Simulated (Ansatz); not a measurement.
# Nitrogen (N2): taking an electron away

One table from this session's results is given with a row withheld; the runs are named, their logs left out.

Program: Ansatz 0.2.0, Gaussian basis. Level of theory: unrestricted cation, the program's frozen cores in correlated methods. These are calculated values, not measurements.

The runs, in order: UKS PBE-D4/def2-TZVPP; UKS r2SCAN-D4/def2-TZVPP; UKS PBE0-D4/def2-TZVPP; UKS B3LYP-D4/def2-TZVPP; UKS wB97X-V/def2-TZVPP; UKS wB97M-V/def2-TZVPP; UKS B2PLYP/def2-TZVPP; UHF-CCSD(T)/def2-TZVPP; UHF-CCSD(T)/def2-QZVPP; extrapolation to the limit; then −ε(HOMO) from the neutral's earlier runs with LDA (SPW92), PBE-D4, revPBE-D4, BLYP-D4, r2SCAN-D4, B97M-V, PBE0-D4, B3LYP-D4, r2SCANh-D4, r2SCAN0-D4, HSE06-D4, BHLYP-D4, CAM-B3LYP-D4, LC-ωPBE, ωB97X-V, ωB97M-V.

### The relaxed structure

All runs share one geometry, relaxed beforehand with PBE0-D4 in a triple-zeta def2 set.

SMILES `N#N`, 2 atoms, charge 0, spin multiplicity 1.

Atoms are counted from 1 here; the program's logs count them from 0.

Bond lengths: N1–N2 1.090 Å.

Set-up of the first run:

in.yaml

```yaml
crystal:
  periodic: [false, false, false]
  atoms:
    - {symbol: N, position_ang: [0.465460, -0.150322, 0.239808]}
    - {symbol: N, position_ang: [-0.465460, 0.150322, -0.239808]}
basis:
  gaussian: {orbitals: def2-TZVPP}
total_charge: 1
magnetization: {spin_polarized: true, initial_magnetization: 1}
hamiltonian: {xc: pbe, dispersion: d4}
```

Command:

```sh
$ ansatz run in.yaml --threads 2 --pin off --events-out ev --progress --plain --max-ram 32768MiB --backend cpu
```

Steps of the session up to this table: Cation, UKS PBE-D4/def2-TZVPP; Cation, UKS r2SCAN-D4/def2-TZVPP; Cation, UKS PBE0-D4/def2-TZVPP; Cation, UKS B3LYP-D4/def2-TZVPP; Cation, UKS wB97X-V/def2-TZVPP; Cation, UKS wB97M-V/def2-TZVPP; Cation, UKS B2PLYP (frozen core)/def2-TZVPP; Cation, UHF-CCSD(T)/def2-TZVPP; Cation, UHF-CCSD(T)/def2-QZVPP.

One of the session's tables, all rows but one given; the rest of the session is left out.

It belongs to the step «Ionisation energies side by side». Orbital estimates, from the neutral's runs:

| functional | −ε(HOMO) (eV) |
| --- | --- |
| LDA (SPW92) | 10.37 |
| PBE-D4 | 10.21 |
| revPBE-D4 | 10.15 |
| BLYP-D4 | ? |
| r2SCAN-D4 | 10.71 |
| B97M-V | 10.89 |
| PBE0-D4 | 12.18 |
| B3LYP-D4 | 11.93 |
| r2SCANh-D4 | 11.43 |
| r2SCAN0-D4 | 12.52 |
| HSE06-D4 | 11.76 |
| BHLYP-D4 | 14.16 |
| CAM-B3LYP-D4 | 13.86 |
| LC-ωPBE | 15.25 |
| ωB97X-V | 14.86 |
| ωB97M-V | 14.79 |

Q: Estimate the row for BLYP-D4 from the others.

Worked estimate for «−ε(HOMO) (eV)». Against the share of exact exchange, B3LYP-D4 (0.2, 11.93), BHLYP-D4 (0.5, 14.16) give a slope of 7.43 per unit share; at 0 the line stands at 10.44.

As computed: −ε(HOMO) (eV): 10.20. In «−ε(HOMO) (eV)» the line misses by +0.24.
